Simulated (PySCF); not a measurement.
N₂⁺ at LDA

Computed with LDA; N 6-311G(d,p); no relativity (PySCF 2.14).

* state: ²Σg⁺ (doublet), unpaired electrons σ ↑
* bond length: 1.110 Å
* harmonic wavenumber: 2325 cm⁻¹
* force constant: 22.3 mdyn/Å
* rotational constant Be: 1.953 cm⁻¹
* anharmonicity ωexe: 14.0 cm⁻¹
* vibration–rotation constant αe: 0.0166 cm⁻¹
* well depth De to N⁺ + N: 10.81 eV
* dissociation energy D0: 10.67 eV
* bond order (Mayer): 3.05

The state was picked by a PBE0 search and need not be the measured ground state.
